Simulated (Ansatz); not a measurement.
1,1-elimination

Start structure (SiNH5, singlet), relaxed at PBE0-D4/def2-TZVP:

| atom | x (Å) | y (Å) | z (Å) |
| --- | --- | --- | --- |
| Si1 | -0.4418 | -0.0815 | 0.4824 |
| N2 | 0.7756 | 0.2697 | -0.6808 |
| H3 | -1.3354 | -1.2366 | 0.1665 |
| H4 | -1.3046 | 1.1205 | 0.6169 |
| H5 | 0.2324 | -0.3846 | 1.7713 |
| H6 | 0.5156 | 0.6679 | -1.5687 |
| H7 | 1.5580 | -0.3556 | -0.7876 |

The step: SiNH₅ ([NH2][SiH3]) → SiH₂ + NH₃ (still joined by a long Si–N bond); bonds formed: N2–H3; bonds broken: Si1–H3; bonds weakened to dative contacts: Si1–N2. Program: Ansatz 0.2.0. Basis: def2-TZVPP and def2-QZVPP. Cores are frozen in the correlated methods. Extrapolation: Hartree–Fock as exp(−7.88 √X), correlation as X^−2.97. Energies below are by CCSD(T) at an estimated basis limit (MP2 extrapolated from triple and quadruple zeta, plus CCSD(T) − MP2 in triple zeta).

Problem. What are the electronic barrier and the energy of the step, from the start structure to the end structure? (An estimate is asked for; the value comes from the calculation.)

Solution. By the calculation: Barrier 3.267 eV; step energy 1.610 eV (uphill); reverse barrier, their difference, 1.657 eV. Barrier and step energy count from the start structure, the reverse barrier from the end structure.

The saddle point: One imaginary mode of 1590i cm⁻¹.
| pair | start (Å) | saddle (Å) | end (Å) |
| --- | --- | --- | --- |
| N2–H3 | 2.73 | 1.36 | 1.01 |
| Si1–N2 | 1.72 | 1.89 | 2.04 |
| Si1–H3 | 1.49 | 1.62 | 2.57 |

Zero-point energy (harmonic, PBE0-D4): ZPE is 1.368 eV at the start and 1.287 eV at the saddle, so the barrier goes from 3.267 to 3.186 eV.

First-order rate constant out of the start structure at 298 K by transition-state theory, with harmonic vibrational free energies alone and no tunnelling: ΔA‡ = 3.197 eV, so k = (kB T/h) exp(−ΔA‡/kB T) ≈ 10^-41 s⁻¹ (an order of magnitude at best: rotation, the number of equivalent paths and anharmonicity are left out).

The T1 diagnostic stays at or below 0.014. The restricted Hartree–Fock reference is unstable towards an unrestricted one at one or more of these structures.

Losses and insertions of silylenes and their heavier kin drive the gas-phase chemistry of silicon and germanium vapour deposition.

Labels in which every atom is bracketed show which atoms are joined, not bond orders.

For scale, one of the runs: CCSD(T)/def2-TZVPP, 143 basis functions, launched by `ansatz run in.yaml --threads 2 --pin off --events-out ev --progress --plain --max-ram 4352MiB`. Time: 6.5 s of wall clock on 2 CPU threads of an Arm Neoverse V2; the host was shared. Peak host memory: 0.79 GiB.
